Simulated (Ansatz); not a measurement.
Harmonic frequencies (cm⁻¹) at PBE0-D4/def2-TZVP from Ansatz: 60, 127, 227, 260, 357, 478, 550, 639, 865, 922, 1045, 1108, 1125, 1146, 1195, 1217, 1304, 1379, 1388, 1436, 1448, 1477, 1480, 1525, 3065, 3071, 3074, 3147, 3161, 3164.

Each molecule was computed in one conformer, which needn't be the lowest.

(1) Which molecule is it?
A. `CCOC(F)F`
B. `CC(F)OCF`
C. `CC(O)(F)CF`
D. `CCOCF`

Answers

(1) B.
